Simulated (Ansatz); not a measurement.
## Changing the shape of CH3N, singlet

Computed with Ansatz's Gaussian-basis code (development build). Basis cc-pVDZ, nonrelativistic, 2 orbitals frozen in the corrections; active space CAS(2,2). Restricted Hartree–Fock, then the lowest state-specific CASSCF solution met for each case. On stretched bonds single-reference methods can fail or change state. Solutions in different active orbitals can move differences by tenths of an eV and at times more than 1 eV.

Case A:

```xyz
5

C     0.0000   -0.0442   -0.5818
N     0.0000   -0.0708    0.6821
H     0.0000    0.8839    1.0583
H     0.0000   -0.9953   -1.1394
H     0.0000    0.8722   -1.2028
```

Case B:

```xyz
5

C     0.0000   -0.0406   -0.5353
N     0.0000   -0.0652    0.6275
H     0.0000    0.8132    0.9736
H     0.0000   -0.9157   -1.0482
H     0.0000    0.8024   -1.1066
```

Energy less that of case A, in eV:

| case | RHF/ROHF | CASSCF |
| --- | --- | --- |
| B | +0.788 | +0.944 |

**Question.** Give the SC-NEVPT2 energies against case A.

**Answer.** B: +1.160 eV (26.8 kcal/mol).
